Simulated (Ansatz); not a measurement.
Results of r²SCAN0 (PAW; Ansatz, a program for electronic structure) for solid iodine.

Numerical settings: plane-wave cutoff 520 eV, 6×6×4 k mesh (along the axes of the cell as run), Fermi–Dirac smearing 0.01 eV, scalar-relativistic PAW data made under PBE.

Computed at the level's own relaxed cell.

Give the computed lattice constant a, band gap, smallest direct gap on the k points sampled, c axis length and lattice parameter b.


lattice constant a: 7.610 Å
band gap: 2.96 eV (on the SCF k mesh)
smallest direct gap on the k points sampled: 3.06 eV
c axis length: 9.915 Å
lattice parameter b: 4.768 Å

Note: the cell comes from a level without a dispersion term, which matters for the spacing of layers, chains or molecules.

Spin–orbit coupling is not included; with these elements it can move the gap by several tenths of an eV or more.

Computed values are for the static lattice.
